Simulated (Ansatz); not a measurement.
Basis-set extrapolation for AlH3, SMILES `[AlH3]` (PBE0-D4/def2-TZVP geometry, frozen core, Ansatz 0.2.0). Multiplicity 1, RHF reference.

```tsv
	def2-TZVPP	def2-QZVPP
HF	-243.641717	-243.649265
MP2 correlation	-0.093853	-0.100244
CCSD(T) correlation	-0.119024	-0.123752
```

Energies in hartree. Use E(X) = E(∞) + A·exp(−7.88·√X) for Hartree–Fock and E(X) = E(∞) + B·X^(−2.97) for correlation, with X = 3 and 4.

Q: What is the CCSD(T) energy at the basis-set limit?

A: HF limit: -243.649265 + (-0.007548) × 0.13774 = -243.65030. Correlation limit: -0.123752 + (-0.004728) × 0.74074 = -0.12725. Total: -243.77755 hartree, 10.5 kcal/mol below CCSD(T)/def2-TZVPP.
